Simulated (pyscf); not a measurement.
This saddle point was located with ωB97X-D3(BJ)/def2-SVP in PySCF.

```xyz
6

B      0.2146     0.0270    -0.2241
F      1.3392    -1.0347     0.0037
H      0.6978     1.0840    -0.5338
H     -0.6579    -0.1105     0.5922
F     -0.1039    -0.8160    -1.5017
H      0.7959    -1.3455    -0.9812
```
Charge 0, spin multiplicity 1.

Surface: singlet, charge 0. Lowest wavenumbers (cm⁻¹): 927i, 704, 775, 822, 880.

Q: What reaction is this the transition state of?

A: H₂B–F + hydrogen fluoride (HF) ⇌ H₂B–F + hydrogen fluoride (HF), a four-centre exchange read from left to right: B–F, F–H broken and B–F, F–H formed. At CCSD(T)/def2-TZVPP + ΔMP2(QZVPP) it lies +63.7 kJ/mol from the left side and +63.7 kJ/mol from the right (each side as separated species at their lowest minima found). One saddle was located; it need not be the lowest between these sides. The CCSD(T) − MP2 part came from Ansatz, without density fitting, on the same reference.
